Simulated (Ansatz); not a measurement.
Isomers of SiS2 (singlet), relaxed with B3LYP-D4/def2-TZVP; total energies from Ansatz at CCSD(T)/def2-TZVPP.

| isomer | description | energy (Eh) |
| --- | --- | --- |
| A | point group D∞h; 2 × S–Si 1.93 Å | -1084.56344 |
| B | point group C2v; 2 × S–Si 2.13 Å; 1 × S–S 2.17 Å | -1084.53256 |

Correlated methods freeze 15 core orbitals.

The isomers come from a short search, and lower ones may exist.

Task: Work out the relative energies (1 Eh = 2625.5 kJ/mol) and the Boltzmann populations at 1200 K from electronic energies alone (R = 8.314 J/mol/K).

Result: ΔE: A 0.0, B 81.1 kJ/mol. RT = 9.98 kJ/mol. Factors exp(−ΔE/RT): A 1, B 0.000296; sum 1.000. Populations: A 100.0 %, B 0.0 %. Zero-point energy, vibrational entropy and symmetry numbers are left out and can shift these; an error of 4 kJ/mol changes a ratio by a factor of 1.5. Over the other density-functional and correlated levels in def2 sets, the gap between A and B ranges from 66 to 91 kJ/mol.
